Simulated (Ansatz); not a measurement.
This geometry of BFH2 + H4Si (9 atoms, charge 0, multiplicity 1) is a first-order saddle point.

Level of theory: RKS B3LYP/def2-SVP in Ansatz 0.2.0.

```xyz
9
Properties=species:S:1:pos:R:3
B -0.119 -0.264 0.122
F 0.301 0.625 1.471
H 0.712 -0.073 -0.725
H -1.292 -0.106 -0.080
Si 0.129 -2.290 0.781
H -0.296 -2.838 -0.541
H 1.513 -2.758 1.083
H -0.794 -2.797 1.839
H 0.331 -0.484 1.507
```

Q: Which two structures does it join? (They come from a converged band through this point; their orientation in space is the band's.)

A: Bonds broken: B1–F2, Si5–H9. Bonds formed: B1–Si5, F2–H9. BFH2 + H4Si becomes BH5Si + FH.

Initial state:

```xyz
9
Properties=species:S:1:pos:R:3
B -0.034 0.832 -0.123
F 0.010 1.607 0.945
H 1.015 0.505 -0.624
H -1.120 0.516 -0.544
Si 0.123 -2.895 1.160
H -0.668 -3.231 -0.057
H 1.550 -3.269 0.953
H -0.427 -3.622 2.338
H 0.035 -1.428 1.411
```

Final state:

```xyz
9
Properties=species:S:1:pos:R:3
B 0.072 -0.373 -0.143
F -0.042 0.337 1.667
H 1.067 0.205 -0.498
H -0.995 0.019 -0.547
Si 0.168 -2.299 0.494
H -0.760 -3.268 -0.161
H 1.520 -2.928 0.588
H -0.316 -2.203 1.942
H -0.230 -0.474 2.117
```

Q: How far does it lie above each of them?

A: 2.29 eV above the first and 0.54 eV above the second. This is the barrier of this one path; another mechanism may lie lower. The orbitals stay closed-shell, which can raise the energy where a bond breaks towards radicals; this wasn't checked here.

The run took 9.7 min on 1 thread of Arm Neoverse V1, with other jobs on the host, peak memory 0.16 GiB.
